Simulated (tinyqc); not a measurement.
Worked calculation: extended Hueckel theory, for H2O-. The parameters take no account of the charge, which enters only through the electron count, and nothing here shows that the anion is bound. One step of it, computed by the program tinyqc.

Problem. Orbitals. Solve H C = S C e through S^(-1/2); fill by pairs from the bottom, a degenerate level sharing its electrons equally; each orbital has its largest coefficient positive (the first on a tie).

H (eV), lower triangle:
```
             1O 2s      1O 2px      1O 2py      1O 2pz       2H 1s       3H 1s
1O 2s   -32.300000
1O 2px    0.000000  -14.800000
1O 2py    0.000000    0.000000  -14.800000
1O 2pz    0.000000    0.000000    0.000000  -14.800000
2H 1s   -21.981786    0.000000   -8.399749   -6.076167  -13.600000
3H 1s   -21.806681    0.000000    8.362516   -6.042148   -5.929018  -13.600000
```

overlap S, lower triangle:
```
           1O 2s    1O 2px     1O 2py    1O 2pz     2H 1s     3H 1s
1O 2s   1.000000
1O 2px  0.000000  1.000000
1O 2py  0.000000  0.000000   1.000000
1O 2pz  0.000000  0.000000   0.000000  1.000000
2H 1s   0.505357  0.000000   0.337674  0.244265  1.000000
3H 1s   0.501331  0.000000  -0.336177  0.242897  0.249118  1.000000
```

valence electrons = 9

Give: orbital energies; occupations; coefficients; sum of one-electron energies.

Solution.

orbital energies (eV): -34.222  -17.275  -15.271  -14.800  2.976  22.171

occupations: 2.000  2.000  2.000  2.000  1.000  0.000

coefficients:
```
           MO1     MO2     MO3    MO4     MO5     MO6
1O 2s    0.813   0.000  -0.159  0.000  -0.010   1.061
1O 2px   0.000   0.000   0.000  1.000   0.000   0.000
1O 2py   0.000   0.707   0.001  0.000   0.966   0.016
1O 2pz  -0.039   0.000   0.946  0.000  -0.007   0.542
2H 1s    0.168   0.340   0.095  0.000  -0.904  -0.891
3H 1s    0.166  -0.343   0.095  0.000   0.927  -0.857
```

sum of one-electron energies = -160.158 eV
